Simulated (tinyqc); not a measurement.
Geometry optimisation on the UHF/sto-6g surface (energies and gradients from PySCF), for NH3+, spin multiplicity 2, step by step. One step of it, computed by the program tinyqc.

Problem. Step 2: move. Quasi-Newton step p = -H^(-1) g (the inverse Hessian comes from BFGS updates; coordinates in the order x, y, z of each atom); steps longer than 0.5 bohr are cut back (factor 0.959 here).

positions after step 1 (bohr):
```
            x          y         z
1N  -0.068072  -0.015174  0.872313
2H   1.803657   0.019160  0.037258
3H  -0.884628   1.496232  0.114979
4H  -0.877413  -1.538013  0.084719
```

gradient (hartree/bohr):
```
              x            y            z
1N  -0.08953540   0.00793182   0.05641439
2H   0.00395449   0.00184432  -0.04288693
3H   0.04682484  -0.07256983  -0.00499766
4H   0.03875606   0.06279369  -0.00852980
```

inverse Hessian in use (bohr^2/hartree):
```
            1          2          3          4          5          6          7          8
1    1.128261   0.054284  -0.008726   0.290534   0.005133  -0.158821   0.140611  -0.202243
2    0.054284   1.661548  -0.017823  -0.014955  -0.000838   0.021338  -0.021754   0.032976
3   -0.008726  -0.017823   2.654473  -0.752666   0.016998  -0.283861   0.402501  -0.668062
4    0.290534  -0.014955  -0.752666   2.090504  -0.015737   0.301342  -0.382693   0.618767
5    0.005133  -0.000838   0.016998  -0.015737   1.666907  -0.003302   0.005512  -0.009454
6   -0.158821   0.021338  -0.283861   0.301342  -0.003302   1.699904  -0.072473   0.129618
7    0.140611  -0.021754   0.402501  -0.382693   0.005512  -0.072473   1.792077  -0.216489
8   -0.202243   0.032976  -0.668062   0.618767  -0.009454   0.129618  -0.216489   2.038026
9    0.097880  -0.002992  -0.361642   0.225638  -0.007152   0.132291  -0.172708   0.281181
10   0.107260  -0.017576   0.358891  -0.331678   0.005092  -0.070048   0.116672  -0.200035
11   0.142826  -0.027019   0.668887  -0.588076   0.010051  -0.147654   0.232731  -0.394882
12   0.069668  -0.000523  -0.342304   0.225686  -0.006544   0.118332  -0.157321   0.257263

            9         10         11         12
1    0.097880   0.107260   0.142826   0.069668
2   -0.002992  -0.017576  -0.027019  -0.000523
3   -0.361642   0.358891   0.668887  -0.342304
4    0.225638  -0.331678  -0.588076   0.225686
5   -0.007152   0.005092   0.010051  -0.006544
6    0.132291  -0.070048  -0.147654   0.118332
7   -0.172708   0.116672   0.232731  -0.157321
8    0.281181  -0.200035  -0.394882   0.257263
9    1.782417  -0.150810  -0.271037   0.113601
10  -0.150810   1.774413   0.212519  -0.138033
11  -0.271037   0.212519   2.078517  -0.250197
12   0.113601  -0.138033  -0.250197   1.777037
```

Give: positions after step 2.

Solution.

positions after step 2 (bohr):
```
          x        y       z
1N  -0.0107  -0.0157  0.5966
2H   1.9848   0.0139  0.1329
3H  -1.0117   1.7039  0.2063
4H  -0.9889  -1.7399  0.1735
```
